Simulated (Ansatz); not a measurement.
# One shape, several levels: N2 (nitrogen)

Aim: a comparison of 6 runs (UPBE/STO-3G, r2SCAN0/STO-3G, UMP2/STO-3G, BCCD(T)/STO-3G, CCSDT/STO-3G, CCSD/STO-3G) of N2 (nitrogen). 

Program for the calculation: Ansatz 0.2.0.

29 further runs of the same task are left out: 15 that didn't finish, 14 set aside as unsound or not needed.

## 1. The structure to begin with

N2 has 2 atoms, charge 0, and is taken as a singlet. As SMILES, `N#N`. The N2–N1 distance was set to 1.362 Å, away from the relaxed value.

Bond lengths: N1–N2 1.362 Å.

## 2. A single-point energy at UPBE/STO-3G (run 1)

Contents of run.yaml:

```yaml
crystal:
  periodic: [false, false, false]
  atoms:
    - {symbol: N, position_ang: [0.698209, -0.225437, 0.359679]}
    - {symbol: N, position_ang: [-0.465500, 0.150300, -0.239800]}
basis:
  gaussian: {orbitals: STO-3G}
magnetization: {spin_polarized: true}
hamiltonian: {xc: pbe}
accuracy: high
```

Started as:

```bash
$ ansatz run run.yaml --threads 1 --pin off --max-ram 2610MiB --events-out events.jsonl --progress --plain --runs-dir runs
```

What it wrote:

```text
Warning: RAYON_NUM_THREADS=1 ignored (pool sized by the plan → 1); use --threads N
Functional definition: PBE
  name "PBE"
  parameter kappa = 0.804
  parameter beta = 0.06672455060314922
  exchange = pbe_x(kappa = kappa, mu = beta*pi^2/3)
  correlation = pbe_c(beta = beta)
149 factors; integrals over basis functions are off by at most 1.1e-8 eV
mean field evaluation 1: about -2936.3616 eV, gradient 3.7e0 eV
mean field evaluation 2: about -2936.4766 eV, gradient 8.4e-1 eV
mean field evaluation 4: about -2936.4061 eV, gradient 1.8e-1 eV
mean field evaluation 8: about -2936.4064 eV, gradient 7.7e-4 eV
mean field -2936.40636583 eV, -107.9109435767 hartree, gradient 1.8e-8 eV, S^2 0.000000; 0 other end points of the search recorded, 0 dependent functions left out
reference -2936.40636671 eV, -107.9109436089 hartree; 7, 7 occupied and 3, 3 virtual orbitals, 149 factors
Total energy: -2936.40636671 eV, -107.9109436089 hartree
```

Wall time 0.42 s (1 thread of Intel Xeon Platinum 8375C at 2.90GHz (Ice Lake), shared host).

## 3. The energy at r2SCAN0/STO-3G (run 2)

Contents of in.yaml:

```yaml
crystal:
  periodic: [false, false, false]
  atoms:
    - {symbol: "N", position_ang: [0.698209, -0.225437, 0.359679]}
    - {symbol: "N", position_ang: [-0.465500, 0.150300, -0.239800]}
basis:
  gaussian:
    orbitals: STO-3G
magnetization:
  spin_polarized: false
hamiltonian:
  xc: {name: r2SCAN0}
accuracy: high
```

Started as:

```bash
$ ansatz run in.yaml --threads 1 --pin off --max-ram 2610MiB --events-out events.jsonl --progress --plain --runs-dir runs
```

What it wrote:

```text
Warning: RAYON_NUM_THREADS=1 ignored (pool sized by the plan → 1); use --threads N
Functional definition: r2SCAN0
  name "r2SCAN0"
  parameter a = 0.25
  parameter k0 = 0.174
  parameter k1 = 0.065
  parameter a1 = 4.9479
  exchange = (1 - a)*r2scan_x(k0 = k0, k1 = k1, a1 = a1) + a*exact_x
  correlation = r2scan_c
149 factors; integrals over basis functions are off by at most 1.1e-8 eV
mean field evaluation 1: about -2937.2625 eV, gradient 3.4e0 eV
mean field evaluation 2: about -2937.3064 eV, gradient 1.7e-1 eV
mean field evaluation 4: about -2937.2498 eV, gradient 2.1e-1 eV
mean field evaluation 8: about -2937.2499 eV, gradient 1.2e-4 eV
mean field -2937.24991968 eV, -107.9419436089 hartree, gradient 5.6e-9 eV, S^2 0.000000; 0 other end points of the search recorded, 0 dependent functions left out
reference -2937.24991978 eV, -107.9419436124 hartree; 7, 7 occupied and 3, 3 virtual orbitals, 149 factors
Total energy: -2937.24991978 eV, -107.9419436124 hartree
```

Run time: 0.68 s. Hardware: 1 thread of Intel Xeon Platinum 8375C at 2.90GHz (Ice Lake), shared host; peak memory 0.11 GiB.

## 4. The energy at UMP2/STO-3G (run 3)

Contents of molecule.yaml:

```yaml
basis:
  gaussian:
    orbitals: STO-3G
crystal:
  periodic: [false, false, false]
  atoms:
    - {symbol: N, position_ang: [0.698209, -0.225437, 0.359679]}
    - {symbol: N, position_ang: [-0.465500, 0.150300, -0.239800]}
magnetization:
  spin_polarized: true
correlation:
  method: mp2
  frozen_orbitals: {"N": 1}
accuracy: high
```

Started as:

```bash
$ ansatz run molecule.yaml --threads 1 --pin off --max-ram 2610MiB --events-out events.jsonl --progress --plain --runs-dir runs
```

What it wrote:

```text
Warning: RAYON_NUM_THREADS=1 ignored (pool sized by the plan → 1); use --threads N
Functional definition: HF
  name "HF"
  exchange = exact_x
  correlation = 0
149 factors; integrals over basis functions are off by at most 1.1e-8 eV
mean field evaluation 1: about -2922.1907 eV, gradient 1.7e0 eV
mean field evaluation 2: about -2922.1853 eV, gradient 1.6e0 eV
mean field evaluation 4: about -2922.1878 eV, gradient 1.3e-1 eV
mean field evaluation 8: about -2922.1879 eV, gradient 1.7e-8 eV
mean field evaluation 16: about -2924.4944 eV, gradient 3.3e0 eV
mean field evaluation 32: about -2922.8605 eV, gradient 9.5e0 eV
mean field -2924.77969490 eV, -107.4836713006 hartree, gradient 2.4e-8 eV, S^2 1.405605; 4 other end points of the search recorded, 0 dependent functions left out
2 core orbitals not correlated: weight in the atoms' cores, before any rotation towards them, 1.000 or more for the frozen orbitals, at most 0.000 for the correlated occupied ones
reference -2924.77969490 eV, -107.4836713006 hartree; 5, 5 occupied and 3, 3 virtual orbitals, 149 factors
second order -1.51995893 eV of doubles, -0.00000000 eV of singles
Total energy: -2926.29965382 eV, -107.5395287609 hartree
```

Wall time 0.1 s (1 thread of Intel Xeon Platinum 8375C at 2.90GHz (Ice Lake), shared host).

Runs 4 to 5 aren't shown in full; the table further down has their settings and results.

## 5. A single-point energy at CCSD/STO-3G (run 6)

Contents of input.yaml:

```yaml
crystal:
  periodic: [false, false, false]
  atoms:
    - {symbol: N, position_ang: [0.698209, -0.225437, 0.359679]}
    - {symbol: "N", position_ang: [-0.465500, 0.150300, -0.239800]}
basis:
  gaussian:
    orbitals: STO-3G
correlation:
  method: ccsd
  frozen_orbitals: {"N": 1}
accuracy: high
scf:
  omitted_lower_state_checks: [cluster_reference, increment]
```

Started as:

```bash
$ ansatz run input.yaml --threads 1 --pin off --max-ram 2610MiB --events-out events.jsonl --progress --plain --runs-dir runs
```

What it wrote:

```text
Warning: RAYON_NUM_THREADS=1 ignored (pool sized by the plan → 1); use --threads N
[... 4 set-up lines as earlier in the session ...]
these checks for a lower state are left out or cut short: cluster_reference, increment
149 factors; integrals over basis functions are off by at most 1.1e-8 eV
mean field evaluation 1: about -2922.1907 eV, gradient 2.4e0 eV
mean field evaluation 2: about -2922.1853 eV, gradient 2.3e0 eV
mean field evaluation 4: about -2922.1878 eV, gradient 1.8e-1 eV
mean field evaluation 8: about -2922.1879 eV, gradient 1.3e-8 eV
mean field -2922.18786750 eV, -107.3884234005 hartree, gradient 7.9e-9 eV, S^2 0.000000; 0 other end points of the search recorded, 0 dependent functions left out; unrestricted orbitals would lower it
2 core orbitals not correlated: weight in the atoms' cores, before any rotation towards them, 1.000 or more for the frozen orbitals, at most 0.000 for the correlated occupied ones
reference -2922.18786750 eV, -107.3884234005 hartree; 5, 5 occupied and 3, 3 virtual orbitals, 149 factors
second order -7.64049614 eV of doubles, -0.00000000 eV of singles
cycle   1  -5.70176649 eV  change     1.7e0 eV  update   1.3e-1
cycle   2  -6.14724837 eV  change   -4.5e-1 eV  update   5.0e-2
cycle   3  -6.39382447 eV  change   -2.5e-1 eV  update   3.0e-2
cycle   4  -6.51276217 eV  change   -1.2e-1 eV  update   1.0e-2
cycle   5  -6.49844983 eV  change    1.4e-2 eV  update   1.7e-3
cycle   6  -6.50899502 eV  change   -1.1e-2 eV  update   6.5e-4
cycle   7  -6.50717999 eV  change    1.8e-3 eV  update   1.8e-4
cycle   8  -6.50664979 eV  change    5.3e-4 eV  update   3.3e-5
cycle   9  -6.50678450 eV  change   -1.3e-4 eV  update   1.2e-5
cycle  10  -6.50679519 eV  change   -1.1e-5 eV  update   1.3e-6
cycle  11  -6.50679488 eV  change    3.2e-7 eV  update   3.6e-7
cycle  12  -6.50679516 eV  change   -2.8e-7 eV  update   8.0e-8
cycle  13  -6.50679528 eV  change   -1.2e-7 eV  update   3.5e-8
cycle  14  -6.50679545 eV  change   -1.8e-7 eV  update   7.8e-8
cycle  15  -6.50679517 eV  change    2.8e-7 eV  update   3.9e-8
cycle  16  -6.50679520 eV  change   -2.6e-8 eV  update   8.5e-9
cycle  17  -6.50679520 eV  change   -4.3e-9 eV  update   2.4e-9
cycle  18  -6.50679520 eV  change   -2.5e-9 eV  update  7.4e-10
cycle  19  -6.50679520 eV  change   6.8e-10 eV  update  2.4e-10
WARN: these amplitudes may be one of several solutions (largest doubles amplitude 0.22, level shift 0.69 eV)
Total energy: -2928.69466270 eV, -107.6275437138 hartree
Checks for a lower state left out: cluster_reference, increment
```

It took 0.12 s on 1 thread of Intel Xeon Platinum 8375C at 2.90GHz (Ice Lake), shared host.

## 6. All runs side by side

| run | level | frozen core orbitals | energy (Eh) | wall time |
| --- | --- | --- | --- | --- |
| 1 | UPBE/STO-3G | – | -107.910944 | 0.42 s |
| 2 | r2SCAN0/STO-3G | – | -107.941944 | 0.68 s |
| 3 | UMP2/STO-3G | 2 | -107.539529 | 0.1 s |
| 4 | BCCD(T)/STO-3G | 2 | -107.630258 | 0.16 s |
| 5 | CCSDT/STO-3G | 2 | -107.629982 | 0.2 s |
| 6 | CCSD/STO-3G | 2 | -107.627544 | 0.12 s |

## 7. Summary of results

| quantity | value |
| --- | --- |
| run 6: total energy | -107.62754 Eh |
| run 6: correlation energy (2 core orbitals frozen) | -239.1 mEh |
| run 6: T1 diagnostic | 0.006 |

What this shows: Totals of different functionals can't be ranked against each other. In runs 4, 5, 6 the log says that unrestricted orbitals would lower the reference, so the values rest on an unstable closed-shell determinant (other closed-shell runs at this shape may share the fault). In runs 1, 2, 3, 4, 5, 6 the basis is minimal, so the values are rough. Spin contamination of the reference: run 3 ⟨S²⟩ = 1.41. Where it is this large, the reference is a mixture of spin states, and values that rest on it are in doubt. All runs together took 1.7 s, the longest 0.68 s.
